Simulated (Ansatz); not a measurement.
**C3H2O: up Jacob's ladder to CCSD(T)**

How much do the methods differ for C3H2O? The plan is to run it at one geometry with functionals of several rungs and with coupled cluster. The yardstick is the atomisation energy at the CCSD(T) limit.

The runs use Ansatz 0.2.0, Gaussian basis; functionals in def2-TZVPP, the program's frozen cores in correlated methods.

The runs, in order: LDA (SPW92), PBE-D4, revPBE-D4, BLYP-D4, r2SCAN-D4, B97M-V, PBE0-D4, B3LYP-D4, r2SCANh-D4, r2SCAN0-D4, HSE06-D4, BHLYP-D4, CAM-B3LYP-D4, LC-ωPBE, ωB97X-V, ωB97M-V, B2PLYP, PBE-QIDH; CCSD(T)/def2-SVP; CCSD(T)/def2-TZVPP; CCSD(T)/def2-QZVPP; extrapolation to the limit; RPA on PBE.

### Step 1. The relaxed structure

The geometry comes from an earlier relaxation with PBE0-D4 in a triple-zeta def2 set; it is a stationary point.

6 atoms, charge 0, spin multiplicity 1.

Atoms are counted from 1 here; the program's logs count them from 0.

Bond lengths: C1–C2 1.202 Å, C1–H5 1.066 Å, C2–C3 1.444 Å, C3–O4 1.202 Å, C3–H6 1.106 Å. Angles: C2–C1–H5 178.9°, C1–C2–C3 177.4°, C2–C3–O4 123.9°, C2–C3–H6 114.4°, O4–C3–H6 121.7°.

### Step 2. LDA

This LDA is Slater exchange with PW92 correlation.

in.yaml reads:

```yaml
crystal:
  periodic: [false, false, false]
  atoms:
    - {symbol: C, position_ang: [-0.362079, 1.068342, -1.031799]}
    - {symbol: C, position_ang: [-0.096163, 0.205637, -0.238589]}
    - {symbol: C, position_ang: [0.272756, -0.794911, 0.734417]}
    - {symbol: O, position_ang: [-0.319130, -1.829926, 0.889380]}
    - {symbol: H, position_ang: [-0.613264, 1.822432, -1.741530]}
    - {symbol: H, position_ang: [1.159980, -0.535674, 1.342021]}
basis:
  gaussian: {orbitals: def2-TZVPP}
hamiltonian: {xc: lda}
output: {orbitals: {seedname: orbitals}}
```

Launch:

```bash
$ ansatz run in.yaml --threads 2 --pin off --events-out ev --progress --plain --max-ram 32768MiB --backend cpu
```

After this run come: PBE-D4 (GGA); revPBE-D4 (GGA); BLYP-D4 (GGA); r2SCAN-D4 (meta-GGA); B97M-V (meta-GGA); B3LYP-D4 (hybrid); r2SCANh-D4 (hybrid); r2SCAN0-D4 (hybrid); HSE06-D4 (hybrid); BHLYP-D4 (hybrid); CAM-B3LYP-D4 (range-separated); LC-ωPBE (range-separated); ωB97X-V (range-separated); ωB97M-V (range-separated); B2PLYP (double hybrid); PBE-QIDH (double hybrid); CCSD(T) in def2-SVP; CCSD(T) in def2-TZVPP; CCSD(T) in def2-QZVPP; RPA on PBE orbitals.

Q: Predict the results of all the runs planned. Wanted: atomisation energy, CCSD(T)/CBS; farthest beyond LDA; mean size of error, GGA; mean size of error, meta-GGA; mean size of error, hybrid; mean size of error, range-separated; mean size of error, double hybrid; gap, smallest and largest; T1 diagnostic.

The runs gave:

| quantity | value |
| --- | --- |
| atomisation energy, CCSD(T)/CBS | 28.625 eV |
| functionals within 0.143 eV (0.5 %) | B97M-V, B3LYP-D4, r2SCANh-D4, CAM-B3LYP-D4, LC-ωPBE, ωB97X-V, ωB97M-V, B2PLYP, PBE-QIDH |
| farthest beyond LDA | PBE-D4 (+1.491 eV) |
| mean size of error, GGA | 0.856 eV |
| mean size of error, meta-GGA | 0.179 eV |
| mean size of error, hybrid | 0.509 eV |
| mean size of error, range-separated | 0.092 eV |
| mean size of error, double hybrid | 0.034 eV |
| gap, smallest and largest | 3.12 eV (LDA (SPW92)), 11.24 eV (LC-ωPBE) |
| T1 diagnostic | 0.0158 |
| triples share of the correlation energy | 4.8 % |

In words: LDA overbinds by 5.155 eV (18 %). PBE-D4 misses by +1.491 eV. Double hybrids carry the basis error of their MP2 part in triple zeta, and no dispersion term here, so their miss is partly the set-up's. The rungs double hybrid, range-separated miss on average by less than the doubt on the reference (0.143 eV), so they tie; GGA functionals have the largest mean beyond LDA (0.856 eV). The reference freezes the cores and leaves out relativity and excitations past (T), so misses under about 0.143 eV can't be ranked. Hartree-Fock recovers 69 % of the binding; the rest is correlation. CCSD(T) in def2-SVP is off by -1.165 eV, which most functionals beat. Orbital gaps span 3.1 to 11.2 eV; exact exchange widens them. The restricted reference is unstable towards a spin-broken one.
